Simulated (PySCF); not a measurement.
PySCF input (PBE/def2-TZVPP):

```python
import numpy as np, basis_set_exchange as bse
from pyscf import gto, scf, dft, df

basis = {'H': gto.basis.parse(bse.get_basis('def2-TZVPP', elements=['H'], fmt='nwchem')), 'O': gto.basis.parse(bse.get_basis('def2-TZVPP', elements=['O'], fmt='nwchem'))}
mol = gto.M(
    atom='''
    O     0.00702152    0.00134342    0.11666744
    H    -0.04995842    0.75929218   -0.47415850
    H    -0.00621371   -0.77003954   -0.45918106
    ''',
    basis=basis,
    charge=0,
    verbose=4,
    max_memory=7359,
)
mf = dft.RKS(mol, xc='pbe')
mf.grids.level = 3
mf = mf.density_fit(auxbasis=df.autoaux(mol))
mf.conv_tol = 1e-9
mf.max_cycle = 100
print('smallest overlap eigenvalue', np.linalg.eigvalsh(mol.intor('int1e_ovlp'))[0])
mf.kernel()
dip = mf.dip_moment()
```

Output:

```
PySCF version 2.14.0

[INPUT] verbose = 4
[INPUT] num. atoms = 3
[INPUT] num. electrons = 10
[INPUT] charge = 0
[INPUT] spin (= nelec alpha-beta = 2S) = 0
[INPUT] symmetry False subgroup None
[INPUT] Mole.unit = angstrom
[INPUT] Symbol           X                Y                Z      unit          X                Y                Z       unit  Magmom
[INPUT]  1 O      0.007021520000   0.001343420000   0.116667440000 AA    0.013268749778   0.002538695870   0.220469509254 Bohr   0.0
[INPUT]  2 H     -0.049958420000   0.759292180000  -0.474158500000 AA   -0.094407731416   1.434854268724  -0.896029704635 Bohr   0.0
[INPUT]  3 H     -0.006213710000  -0.770039540000  -0.459181060000 AA   -0.011742210117  -1.455163835686  -0.867726444987 Bohr   0.0

nuclear repulsion = 9.14066426299023
number of shells = 23
number of NR pGTOs = 78
number of NR cGTOs = 59
basis = {'H': [[0, [34.061341, 0.0060251978], [5.1235746, 0.045021094], [1.1646626, 0.20189726]], [0, [0.32723041, 1.0]], [0, [0.10307241, 1.0]], [1, [1.407, 1.0]], [1, [0.388, 1.0]], [2, [1.057, 1.0]]], 'O': [[0, [27032.382631, 0.00021726302465], [4052.3871392, 0.0016838662199], [922.3272271, 0.0087395616265], [261.24070989, 0.035239968808], [85.354641351, 0.11153519115], [31.035035245, 0.25588953961]], [0, [12.260860728, 0.39768730901], [4.9987076005, 0.2462784943]], [0, [1.1703108158, 1.0]], [0, [0.46474740994, 1.0]], [0, [0.18504536357, 1.0]], [1, [63.274954801, 0.0060685103418], [14.627049379, 0.041912575824], [4.4501223456, 0.16153841088], [1.5275799647, 0.35706951311]], [1, [0.52935117943, 0.44794207502]], [1, [0.1747842127, 0.24446069663]], [2, [2.314, 1.0]], [2, [0.645, 1.0]], [3, [1.428, 1.0]]]}
ecp = {}
ETB for H: l = 0, exps = 0.20614482 * 1.8^n , n = 0..10
ETB for H: l = 1, exps = 0.49107241 * 2^n , n = 0..3
ETB for H: l = 2, exps = 0.776 * 2.2^n , n = 0..2
ETB for H: l = 3, exps = 1.4449999999999998 * 2.2^n , n = 0..1
ETB for O: l = 0, exps = 0.3495684254 * 1.8^n , n = 0..15
ETB for O: l = 1, exps = 0.3495684254 * 1.8^n , n = 0..12
ETB for O: l = 2, exps = 0.3495684254 * 1.8^n , n = 0..11
ETB for O: l = 3, exps = 0.8197842127 * 2.2^n , n = 0..6
ETB for O: l = 4, exps = 1.29 * 2.2^n , n = 0..2
smallest overlap eigenvalue 0.0022794302409711296

******** <class 'pyscf.df.df_jk.DFRKS'> ********
method = DFRKS
initial guess = minao
damping factor = 0
level_shift factor = 0
DIIS = <class 'pyscf.scf.diis.CDIIS'>
diis_start_cycle = 1
diis_space = 8
diis_damp = 0
SCF conv_tol = 1e-09
SCF conv_tol_grad = None
SCF max_cycles = 100
direct_scf = False
XC library pyscf.dft.libxc version 7.1.2
    S. Lehtola, C. Steigemann, M. J. T. Oliveira, and M. A. L. Marques,  SoftwareX 7, 1–5 (2018)
XC functionals = pbe
    J. P. Perdew, K. Burke, and M. Ernzerhof,  Phys. Rev. Lett. 77, 3865 (1996)
    J. P. Perdew, K. Burke, and M. Ernzerhof,  Phys. Rev. Lett. 78, 1396 (1997)
    J. P. Perdew, K. Burke, and M. Ernzerhof,  Phys. Rev. Lett. 77, 3865 (1996)
    J. P. Perdew, K. Burke, and M. Ernzerhof,  Phys. Rev. Lett. 78, 1396 (1997)
radial grids:
    Treutler-Ahlrichs [JCP 102, 346 (1995); DOI:10.1063/1.469408] (M4) radial grids

becke partition: Becke, JCP 88, 2547 (1988); DOI:10.1063/1.454033
pruning grids: <function nwchem_prune>
grids dens level: 3
symmetrized grids: False
atomic radii adjust function: <function treutler_atomic_radii_adjust>
small_rho_cutoff = 0
Set gradient conv threshold to 3.16228e-05
Initial guess from minao.
tot grids = 33704
init E= -76.3279314840842
  HOMO = -0.40203005363054  LUMO = -0.0236841948503681  gap/eV = 10.29532
cycle= 1 E= -76.2705663838956  delta_E= 0.0574  |g|= 0.787  |ddm|= 1.03
  HOMO = -0.0718852300630957  LUMO = 0.0370899931560018  gap/eV = 2.96537
cycle= 2 E= -75.9221357124969  delta_E= 0.348  |g|= 1.56  |ddm|= 1.24
  HOMO = -0.268261403065331  LUMO = -0.00462918255690425  gap/eV = 7.17380
cycle= 3 E= -76.3797273195775  delta_E= -0.458  |g|= 0.0441  |ddm|= 0.912
  HOMO = -0.255317150391804  LUMO = -0.000682548455408494  gap/eV = 6.92896
cycle= 4 E= -76.3801339063557  delta_E= -0.000407  |g|= 0.00916  |ddm|= 0.0296
  HOMO = -0.256217992376662  LUMO = -0.00163389663262592  gap/eV = 6.92759
cycle= 5 E= -76.3801470419554  delta_E= -1.31e-05  |g|= 0.00164  |ddm|= 0.00495
  HOMO = -0.256467364766273  LUMO = -0.0016984374030713  gap/eV = 6.93262
cycle= 6 E= -76.3801475693036  delta_E= -5.27e-07  |g|= 6.38e-05  |ddm|= 0.00105
  HOMO = -0.256467385219153  LUMO = -0.00170156113788522  gap/eV = 6.93253
cycle= 7 E= -76.380147570196  delta_E= -8.92e-10  |g|= 3.48e-06  |ddm|= 5.05e-05
  HOMO = -0.256466018311805  LUMO = -0.00170044518048229  gap/eV = 6.93252
Extra cycle  E= -76.3801475701984  delta_E= -2.42e-12  |g|= 1.94e-06  |ddm|= 5.39e-06
converged SCF energy = -76.3801475701984
Dipole moment(X, Y, Z, Debye): -0.11348, -0.02171, -1.88549
```
